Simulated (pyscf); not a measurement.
Structures and frequencies: ωB97X-D3(BJ)/def2-SVP in PySCF.

Task: HO–SiH₂–OH + H₂O -> HO–SiH(OH)–OH + H₂
Surface: singlet. Broken: H–Si, H–O. Formed: O–Si, H–H. Give ΔE‡ and ΔE from ωB97X-D3(BJ)/def2-TZVP, relative to the separated reactants.

Result: ΔE‡ = 29.3 kcal/mol, ΔE = -24.9 kcal/mol. ωB97M-D3(BJ)/def2-TZVP gives 28.5 kcal/mol and -24.8 kcal/mol. Zero-point energy shifts the barrier by +0.4 kcal/mol. It is a four-centre exchange, with an imaginary mode of 1094i cm⁻¹. On the reactant side the descent ends in a complex (not fully relaxed), 4.5 kcal/mol under the separated species and 33.9 kcal/mol under the saddle at ωB97X-D3(BJ)/def2-TZVP. This is the saddle that the search found; another between the same sides may lie lower.
